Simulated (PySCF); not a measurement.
**Frontier orbitals and the lowest excitations**

Species: monochlorosilylene, ClHSi (singlet state).
Cartesian coordinates in Å at the PBE0-D3(BJ)/def2-SVP level; atoms count from 1:
```
atom  x, y, z in Å
Si1   -0.306    0.762   -0.003
Cl2    1.514   -0.267   -0.027
H3    -1.185   -0.500    0.005
```

Computed, not measured: TDDFT B3LYP/def2-SVPD, vertical, gas phase, core orbitals frozen in the response (PySCF).

Frontier orbitals with the atoms that hold most of them (Löwdin shares over 4%, at most four atoms; ? is withheld):

```json
{"orbital": "LUMO+2", "ε (eV)": "0.45", "atoms": "Si1 66%, H3 18%, Cl2 16%"}
{"orbital": "LUMO+1", "ε (eV)": "-0.49", "atoms": "Si1 59%, Cl2 30%, H3 11%"}
{"orbital": "LUMO", "ε (eV)": "-3.23", "atoms": "Si1 73%, Cl2 18%, H3 9%"}
{"orbital": "HOMO", "ε (eV)": "-6.88", "atoms": "?"}
{"orbital": "HOMO-1", "ε (eV)": "-9.40", "atoms": "?"}
{"orbital": "HOMO-2", "ε (eV)": "-9.67", "atoms": "Cl2 87%, Si1 12%"}
{"orbital": "HOMO-3", "ε (eV)": "-10.53", "atoms": "Cl2 52%, Si1 29%, H3 19%"}
```

Q: Which atoms hold the HOMO, and with what shares?

A: Si1 (bonded to Cl and H) 60%; Cl2 (bonded to Si) 22%; H3 (bonded to Si) 18%.

Q: Give the leading atoms of the HOMO-1.

A: Cl2 (bonded to Si) 77%; Si1 (bonded to Cl and H) 20%.

Q: The HOMO–LUMO gap is 3.65 eV. Where does the response calculation put the lowest singlet, and from which orbitals?

A: S1 is at 2.67 eV (f = 0.012), 0.98 eV below the gap, made of HOMO→LUMO (99%). 

Q: One configuration dominates each of S1, S2, S3, S4 and S8. Which, and how do the shares of the two leading atoms of either orbital change from the occupied to the empty one?

A: 
- S1 (2.67 eV, f 0.012), HOMO→LUMO (99%): Si1 60% → 73%, Cl2 22% → 18%
- S2 (5.06 eV, f 0.0095), HOMO-1→LUMO (99%): Cl2 77% → 18%, Si1 20% → 73%
- S3 (5.45 eV, f 0.030), HOMO→LUMO+1 (83%): Si1 60% → 59%, Cl2 22% → 30%
- S4 (5.88 eV, f 0.108), HOMO-2→LUMO (81%): Cl2 87% → 18%, Si1 12% → 73%
- S8 (8.03 eV, f 0.0022), HOMO-2→LUMO+1 (78%): Cl2 87% → 30%, Si1 12% → 59%
